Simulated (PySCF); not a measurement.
## Electronic absorption of C5H9F

Species: C₅H₉F.
InChI=1S/C5H9F/c1-3-5(2)4-6/h3,5H,1,4H2,2H3/t5-/m0/s1

The calculation used TDDFT CAM-B3LYP/def2-SVPD, vertical, gas phase, core orbitals frozen in the response (PySCF). The structure is a single PBE0-D3(BJ)/def2-SVP conformer in the gas phase; no vibrational or solvent corrections. Torsions of this conformer, `[CH2:1]=[CH:2][C@H:3]([CH3:4])[CH2:5][F:6]`: C1–C2–C3–C4 -113°, C2–C3–C5–F6 64°.

```json
{"state": "S1", "E (eV)": "7.40", "E (kJ/mol)": "714", "λ (nm)": "167.5", "f": "0.190", "|μ| (D)": "2.60", "main configurations (H = HOMO, L = LUMO)": "H→L (51%), H→L+1 (30%), H→L+3 (16%)"}
{"state": "S2", "E (eV)": "7.45", "E (kJ/mol)": "719", "λ (nm)": "166.4", "f": "0.308", "|μ| (D)": "3.30", "main configurations (H = HOMO, L = LUMO)": "H→L (44%), H→L+1 (42%), H→L+3 (9%)"}
{"state": "S3", "E (eV)": "7.86", "E (kJ/mol)": "758", "λ (nm)": "157.7", "f": "0.0071", "|μ| (D)": "0.49", "main configurations (H = HOMO, L = LUMO)": "H→L+2 (51%), H→L+3 (17%), H→L+4 (9%)"}
{"state": "S4", "E (eV)": "7.94", "E (kJ/mol)": "766", "λ (nm)": "156.2", "f": "0.0056", "|μ| (D)": "0.43", "main configurations (H = HOMO, L = LUMO)": "H-1→L (69%)"}
{"state": "S5", "E (eV)": "8.25", "E (kJ/mol)": "796", "λ (nm)": "150.3", "f": "0.0073", "|μ| (D)": "0.48", "main configurations (H = HOMO, L = LUMO)": "H→L+3 (49%), H→L+2 (23%), H→L+1 (18%)"}
{"state": "S6", "E (eV)": "8.68", "E (kJ/mol)": "838", "λ (nm)": "142.8", "f": "0.023", "|μ| (D)": "0.83", "main configurations (H = HOMO, L = LUMO)": "H→L+4 (71%), H→L+2 (13%)"}
{"state": "S7", "E (eV)": "8.74", "E (kJ/mol)": "843", "λ (nm)": "141.8", "f": "0.0023", "|μ| (D)": "0.26", "main configurations (H = HOMO, L = LUMO)": "H-2→L (36%), H-3→L (34%), H-5→L (11%)"}
{"state": "S8", "E (eV)": "9.05", "E (kJ/mol)": "873", "λ (nm)": "137.0", "f": "0.018", "|μ| (D)": "0.72", "main configurations (H = HOMO, L = LUMO)": "H-2→L (30%), H-1→L+1 (28%), H-3→L (14%)"}
{"state": "S9", "E (eV)": "9.14", "E (kJ/mol)": "882", "λ (nm)": "135.6", "f": "0.0024", "|μ| (D)": "0.26", "main configurations (H = HOMO, L = LUMO)": "H-1→L+1 (38%), H→L+6 (20%), H-2→L (12%)"}
{"state": "S10", "E (eV)": "9.19", "E (kJ/mol)": "887", "λ (nm)": "134.9", "f": "0.024", "|μ| (D)": "0.84", "main configurations (H = HOMO, L = LUMO)": "H→L+5 (60%), H→L+6 (10%)"}
```

Triplets, Tamm–Dancoff:

```csv
state,E (eV),λ (nm),"main configurations (H = HOMO, L = LUMO)"
T1,4.39,282.7,H→L (87%)
T2,7.28,170.4,"H→L+1 (62%), H→L+3 (30%)"
T3,7.46,166.1,"H-1→L (70%), H-3→L (10%)"
T4,7.78,159.3,"H→L+2 (57%), H→L+3 (15%), H→L+4 (9%)"
```

The lowest singlet comes at 168 nm (714 kJ/mol) in the vacuum ultraviolet; it is strong; its leading configuration is HOMO→LUMO (51%). The most intense listed level is S2 at 7.45 eV (166 nm, f = 0.308), 0.05 eV above S1. Löwdin shares by element: HOMO carbon 83% or more (atoms not listed hold the other 17%); LUMO carbon 63% or more, hydrogen 12% or more (atoms not listed hold the other 25%). The oscillator strengths of these states sum to 0.588; summed over the whole spectrum of an exact calculation they would give the number of electrons, 48 (Thomas–Reiche–Kuhn). Orbital energies (eV): HOMO-3 -11.20, HOMO-2 -10.96, HOMO-1 -10.67, HOMO -8.95, LUMO 1.25, LUMO+1 1.38, LUMO+2 1.96. The listed states span 1.79 eV, and the widest gap between neighbours is 0.43 eV (S5 to S6). All these states lie below the vertical ionisation energy of 9.85 eV (ΔSCF). Singlets were solved by full linear response, triplets in the Tamm–Dancoff approximation.
